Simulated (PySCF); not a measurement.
**How well do the runs reproduce experiment for C5H10?**

**Experimental background.**

From NIST CCCBDB Release 22 (SRD 101), experimental dipoles, for the gas: dipole moment 0.142 D.

How close the calculation comes is told at the end.

Species: C5H10.
Numbering: `[CH3:1][C:2]1([CH3:3])[CH2:4][CH2:5]1` (hydrogens: H6, H7, H8 on C1; H9, H10, H11 on C3; H12, H13 on C4; H14, H15 on C5)

Structure used (PBE0-D3(BJ)/def2-TZVP), in Å, numbered top down from 1:
```xyz
15
C5H10 angstrom
C     -1.3663   -0.7326    0.0114
C     -0.0119   -0.0766   -0.0183
C      1.1209   -0.9916   -0.4003
C      0.0663    1.3531   -0.4593
C      0.2668    0.9989    0.9877
H     -1.6239   -1.1443   -0.9693
H     -2.1458   -0.0197    0.2901
H     -1.3888   -1.5536    0.7340
H      2.0751   -0.4597   -0.4051
H      0.9658   -1.4115   -1.3987
H      1.2056   -1.8257    0.3032
H      0.9339    1.6620   -1.0299
H     -0.8535    1.8539   -0.7372
H      1.2680    1.0722    1.3954
H     -0.5209    1.2585    1.6851
```

Runs made with PySCF (gas phase, on this PBE0-D3(BJ)/def2-TZVP geometry; no spin–orbit coupling):

| level | job | basis functions |
| --- | --- | --- |
| PBE0-D3(BJ)/def2-TZVP, grid level 2 | geometry optimisation from a GFN2-xTB start shaken at random | 215 |
| PBE0/pcSseg-2 | shieldings, ring-centre shieldings, charges and field gradients | 320 |
| CAM-B3LYP/aug-cc-pVTZ | 10 singlets by full TDDFT, 4 Tamm–Dancoff triplets, polarisability | 460 |
| PBE0/aug-cc-pVTZ | 10 singlets by full TDDFT, 4 Tamm–Dancoff triplets, polarisability, dynamic polarisability | 460 |
| wB97X-D/aug-cc-pVTZ | 10 singlets by full TDDFT, 4 Tamm–Dancoff triplets, polarisability, ΔSCF ions | 460 |

**Comparison with experiment**

**Dipole moment.** Measured: 0.142 D (NIST CCCBDB Release 22 (SRD 101), experimental dipoles).

```csv
level,computed (D),computed − measured (D)
PBE0-D3(BJ)/def2-TZVP,0.132,-0.010
PBE0/pcSseg-2,0.133,-0.009
CAM-B3LYP/aug-cc-pVTZ,0.130,-0.012
PBE0/aug-cc-pVTZ,0.126,-0.016
wB97X-D/aug-cc-pVTZ,0.132,-0.010
```

All 5 levels lie below the measurement. The computed dipoles belong to one fixed geometry; measured ones are averaged over vibrations unless marked μe. Magnitudes are compared, not signs.

The geometry is computed, not the measured one. Where a level misses, the cause wasn't examined.
